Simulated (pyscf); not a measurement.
Optimised with ωB97X-D3(BJ)/def2-SVP in PySCF.

### Question
Estimate the classical barrier height and the reaction energy of `[NH]=[SiH][NH2]` + `[H]` [doublet] → `[NH]=[Si][NH2]` [doublet] + `[H][H]` at PBE0-D3(BJ)/def2-TZVP. The step runs on the doublet surface, breaks H–Si and forms H–H; take the separated reactants as zero.

### Answer
ΔE‡ = 0.11 eV, ΔE = -0.87 eV. ωB97M-D3(BJ)/def2-TZVP gives 0.24 eV and -0.84 eV. Zero-point energy shifts the barrier by -0.03 eV. It is a hydrogen abstraction, with an imaginary mode of 1113i cm⁻¹. HN=SiH–NH₂ lies 0.90 eV over its isomer H₂N–Si:–NH₂ [singlet] (electronic energy, ωB97M-D3(BJ)/def2-TZVP). This is the saddle that the search found; another between the same sides may lie lower. The angle at the transferred H is 176°.
